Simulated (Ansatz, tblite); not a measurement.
Cost and result up the ladder for SiMeH3 (CH6Si) (8 atoms). Total charge 0; singlet. Geometry: r2SCAN-D4/def2-TZVP.

```xyz
8

Si    0.5205    0.4252    0.5751
C    -0.5804   -0.4741   -0.6412
H    -0.2857   -1.5220   -0.7301
H    -0.5174   -0.0187   -1.6319
H    -1.6233   -0.4412   -0.3184
H     0.1289    1.8562    0.6772
H     1.9417    0.3598    0.1423
H     0.4156   -0.1852    1.9270
```

Ansatz on 4 threads of Arm Neoverse V1 on a shared host; xTB runs through tblite on one thread. Times are rough, summed over both states, and most runs start from the orbitals of an earlier one. CCSD(T)/def2-TZVPP serves as the yardstick here, not as an exact answer. The other state is a doublet.

The xTB rows come from tblite. Correlated methods freeze 6 core orbitals. HOMO above LUMO, or a gap near zero within one spin, warns that the state may not be the lowest or that an electron is smeared out.

Correlated methods converge slowly with the basis.

Raw xTB energies of ions are shifted by several eV.

| level | functions | vertical IE (eV) | difference from CCSD(T)/def2-TZVPP (eV) | remarks |
| --- | --- | --- | --- | --- |
| CCSD(T)/def2-TZVPP | 157 | 11.73 | 0.00 | – |
| GFN2-xTB | 19 | 14.38 | 2.64 | – |
| r2SCAN-D4/def2-TZVP | 104 | 11.47 | -0.26 | – |
| PBE-D4/def2-TZVP | 104 | 11.28 | -0.45 | gap within one spin near zero (+1 doublet) |
| GFN1-xTB | 25 | 15.40 | 3.66 | – |

**Question.** Estimate how long each takes.

**Answer.** GFN2-xTB 0.004 s; GFN1-xTB 0.007 s; PBE-D4/def2-TZVP 2.2 s; r2SCAN-D4/def2-TZVP 5.5 s; CCSD(T)/def2-TZVPP 33 s. On shared hardware such times vary by a factor of up to 3.
